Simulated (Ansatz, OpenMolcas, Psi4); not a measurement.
A ladder of methods for CH5Si (SMILES C[SiH2])

CH5Si: 7 atoms, total charge 0, spin state doublet. SMILES: `C[SiH2]`. The shape is that of a PBE0-D4/def2-TZVP optimisation.

Each level gives the vertical ionisation energy (to the singlet cation) (eV). The values are calculated.

| level | kind | program | value (eV) | less CCSD(T)/aug-cc-pVDZ | CPU time (all runs) |
| --- | --- | --- | --- | --- | --- |
| UHF/aug-cc-pVDZ | Hartree–Fock | OpenMolcas | 7.82 | -0.29 | 25 s |
| USVWN5/aug-cc-pVDZ | LDA | OpenMolcas | 8.15 | +0.04 | 62 s |
| UBLYP/aug-cc-pVDZ | GGA | OpenMolcas | 8.00 | -0.11 | 1.7 min |
| U-r2SCAN/aug-cc-pVDZ | meta-GGA | OpenMolcas | 8.34 | +0.23 | 2.3 min |
| UB3LYP/aug-cc-pVDZ | global hybrid | OpenMolcas | 8.22 | +0.11 | 1.9 min |
| UM06-2X/aug-cc-pVDZ | hybrid meta-GGA | OpenMolcas | 8.17 | +0.06 | 2.3 min |
| UMP2/aug-cc-pVDZ | perturbation theory | Psi4 | 8.07 | -0.04 | 26 s |
| ROCCSD(T)/aug-cc-pVDZ | coupled cluster or CI | OpenMolcas | 8.11 | 0.00 | 77 s |
| FCI/STO-3G | exact in the basis | Ansatz | 5.26 | -2.85 | 38 s |

Differences are taken from ROCCSD(T)/aug-cc-pVDZ for orientation; it has basis-set and higher-order errors of its own. The values span 5.26 to 8.34 eV. High-level rows in very small sets aren't better than simpler rows in larger ones. CPU times are rough (shared hosts, several kinds of processor and program).
